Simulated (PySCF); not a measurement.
Spin states of NaO

Unrestricted PBE0; basis Na pcseg-1, O pcseg-1; no relativity; PySCF 2.14. Outer shells of the fragments: Na 3s1; O 2s2 2p4.

Followed along the bond (rough minima from three points):

```
2Ms+1   unpaired  ⟨S²⟩ at the start  R at minimum (Å)  Te (eV)
    2        π ↑               0.76              2.06     0.00
    2        σ ↑               0.75              1.94     0.37
    4  σ ↑, π ↑↑               3.75  none in the scan   ≤ 2.45
```

Solutions found at the starting distance of 2.175 Å, counted from the lowest of them; the search is not exhaustive and high or unbound solutions are not listed, so other states can lie among these:

| 2Ms+1 | unpaired | term | E (eV) | ⟨S²⟩ | ⟨Lz²⟩ | μ (D) |
| --- | --- | --- | --- | --- | --- | --- |
| 2 | π ↑ | ²Π | 0.00 | 0.76 | 1.01 | -7.87 |
| 2 | σ ↑ | ²Σ⁺ | 0.52 | 0.75 | 0.00 | -8.41 |
| 4 | σ ↑, π ↑↑ | ⁴Σ⁻ | 2.55 | 3.75 | 0.00 | 1.98 |
| 2 | σ ↓, π ↑↑ | mixed | 2.62 | 1.75 | 0.00 | 2.29 |
| 4 | σ ↑↑, π ↑ | ⁴Π | 2.83 | 3.75 | 1.00 | 2.07 |
| 2 | σ ↑, π ↑↓ | mixed | 3.35 | 1.75 | 2.01 | 2.12 |
| 4 | π ↑↑↑ | ⁴Π | 4.92 | 3.75 | 1.00 | 0.40 |

A term symbol is given only where ⟨S²⟩ and ⟨Lz²⟩ are close to those of a pure state; real π, δ and φ orbitals otherwise mix terms. A positive dipole means Na(−)O(+).

Question: Compare the gap between the two lowest followed solutions at the starting distance with the gap between their minima.

Answer: At PBE0 the second solution (doublet, unpaired electrons σ ↑) lies +0.52 eV from the first (doublet, unpaired electrons π ↑) at 2.175 Å and +0.37 eV at the minima; the two curves relax by different amounts, since their minima lie near 1.94 and 2.06 Å.

The measured ground state is X ²Π (Huber and Herzberg, Constants of Diatomic Molecules (1979)).

Counting both spins, an empty level lies below a filled one in some of these solutions, because spin and occupation are held.
